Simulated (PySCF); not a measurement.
**Nonlinear optical response: butyronitrile, C₄H₇N**

Cartesian coordinates in Å; atom numbers follow the order of the lines, from 1:
```xyz
12

C    -1.274   -0.593   -0.370
C    -0.439    0.259    0.567
C     0.959    0.558    0.020
C     1.747   -0.648   -0.182
N     2.352   -1.614   -0.331
H    -2.256   -0.797    0.059
H    -1.426   -0.091   -1.330
H    -0.789   -1.552   -0.568
H    -0.339   -0.235    1.538
H    -0.932    1.217    0.750
H     1.509    1.213    0.700
H     0.888    1.080   -0.940
```

Computed with quadratic response CAM-B3LYP/def2-TZVPD first hyperpolarisability, Taylor convention, gas phase in PySCF. Geometry: PBE0-D3(BJ)/def2-TZVP.

Give β for the processes computed.

In au, Taylor convention; the vector part is βᵢ = ⅓ Σⱼ (βᵢⱼⱼ + βⱼᵢⱼ + βⱼⱼᵢ); β∥ is 3/5 of the vector part along the dipole, the dipole points from − to +:
```csv
process,λ (nm),β vector norm,β∥,β HRS,depolarisation ratio
"static β(0;0,0)",∞,9.1,-1.6,10.5,1.71
"second harmonic β(−2ω;ω,ω)",1907,9.5,-1.9,10.7,1.71
"Pockels β(−ω;ω,0)",1907,9.2,-1.7,–,–
"second harmonic β(−2ω;ω,ω)",1064,10.4,-2.7,11.3,1.73
"Pockels β(−ω;ω,0)",1064,9.5,-1.9,–,–
```

Which lowest excitations, dipole and polarisabilities go with it?

S1 7.70 eV (f = 0.000); S2 8.01 eV (f = 0.006); S3 8.05 eV (f = 0.001); dipole 4.15 D; isotropic α 52.8 au static, 53.0 au at 1907 nm, 53.2 au at 1064 nm, 53.3 au at 953.5 nm, 54.3 au at 532 nm.
